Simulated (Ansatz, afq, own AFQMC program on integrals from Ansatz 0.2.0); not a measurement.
Two steps: Ansatz 0.2.0 writes the Fock matrix and Cholesky factors of the valence space, and afq projects on them the lowest state that overlaps trial and start.

```yaml
crystal:
  periodic: [false, false, false]
  atoms:
    - {symbol: Al, position_ang: [0.000000, 0.000000, 0.000000]}
    - {symbol: N, position_ang: [0.000000, 0.000000, 1.359000]}
basis:
  gaussian: {orbitals: 6-31G}
magnetization: {spin_polarized: false}
correlation: {method: ccsd_t, electrons: outside_noble_gas, hamiltonian_folder: ham}
```

```sh
$ ansatz run in.yaml --threads 1 --pin off --events-out ev --progress --plain --max-ram 16896MiB --backend cuda --devices 0, --max-vram 18GiB
```

afq runs on the folder ham with

```
--method phaseless --trial cisd --walkers 4000 --populations 20 --least-time 60 --time-step 0.005 --steps-per-block 50 --equilibration-blocks 28 --max-blocks 4000 --target-error 0.00017 --factor-cut 1e-05 --seed 1852 --release-times 0.24,0.51,0.99,1.62,2.4 --release-step 0.03 --release-every 3 --taylor-order 6
```

Times are imaginary, in 1/Eh. The walk had a cap of 122 s. With eight or more populations the least sampling time is a fifth of least-time, and the error comes from their spread.

Log:

```
orbitals 16  electrons 4 4  factors 93 of 275
reference energy -295.98258053 Eh
CCSD correlation -0.20101917 Eh in 13 cycles, weight of the determinant in the CISD state 0.6612
energy of the start -296.183574 Eh
 block  time / (1/Eh)  mean weight  energy / Eh
     1     0.250  0.9998  -296.181872
     2     0.500  1.0002  -296.183555
     3     0.750  1.0000  -296.185722
     4     1.000  1.0000  -296.187575
     5     1.250  1.0000  -296.187627
    10     2.500  1.0001  -296.192498
    43    10.750  1.0000  -296.191141
    78    19.500  0.9998  -296.191899
   113    28.250  1.0000  -296.195801
   148    37.000  1.0000  -296.192688
   183    45.750  1.0000  -296.196392
   218    54.500  1.0000  -296.195532
   239    59.750  1.0003  -296.198109
   253    63.250  0.9999  -296.190706
   288    72.000  1.0000  -296.192562
   309    77.250  1.0000  -296.193002
error from the spread of 20 populations
released: time / (1/Eh)  energy / Eh  error  mean overlap
  0.24  -296.194633  0.000215  0.9993
  0.51  -296.195091  0.000161  0.9997
  0.99  -296.195822  0.000123  0.9992
  1.62  -296.196252  0.000096  1.0001
  2.40  -296.196512  0.000132  1.0030
energy -296.193900 +/- 0.000209 Eh
(rows thinned)
```

The run passed its tests (sampling time, drift between the halves within three errors, error under three times the target), which doesn't prove that it has relaxed, ending at its cap on processor time.

Against this walk (error 5.7 meV) on the same determinant: CCSD(T) 200.6 meV lower, CCSDT(Q) 148.8 meV lower, CCSDTQ 100.0 meV lower, full CI 107.5 meV lower. The error is statistical and leaves out the bias of the constraint. The released energies are still falling (meV from the phaseless value at times in 1/Eh: -20 ± 6 at 0.24, -32 ± 4 at 0.51, -52 ± 3 at 0.99, -64 ± 3 at 1.62, -71 ± 4 at 2.40), so they give no level; they do show a bias of the constraint, and the last of them that isn't too noisy lies 36 meV above full CI. Full CI is exact here, so the walk's 107 meV above it is the walk's own error: the bias of the constraint with this trial. The determinant is a poor start (see the cautions), so the low cluster orders aren't to be relied on, and full CI is the sure value.

Cautions: constraint bias not in the error; error above the target (5.7 against 4.6 meV); restricted determinant unstable towards unrestricted (UHF 1.89 eV lower, ⟨S²⟩ 1.21); strong correlation (T1 0.121, weight of the determinant 0.66, largest double 0.32); (T) is large, 9 % of the CCSD correlation; CCSD(T) is in doubt: in a space of 8 electrons in 8 natural orbitals full CI lies 102 meV above it.

The walk took 2 min on 1 × NVIDIA H100 80GB HBM3 with 2 threads of AMD EPYC 7R13 Processor (Zen 3) (shared host) (the card was shared). The log's last line is the phaseless energy.

CCSDT and higher add their correlation energy to the determinant of the CCSD(T) run, since their own runs factorise the integrals more tightly (a shift of under 2 meV). A walk keeps the symmetry of its determinant, which the program's search chose and which needn't be the lowest solution, so a lower state of the same spin and another symmetry isn't excluded.
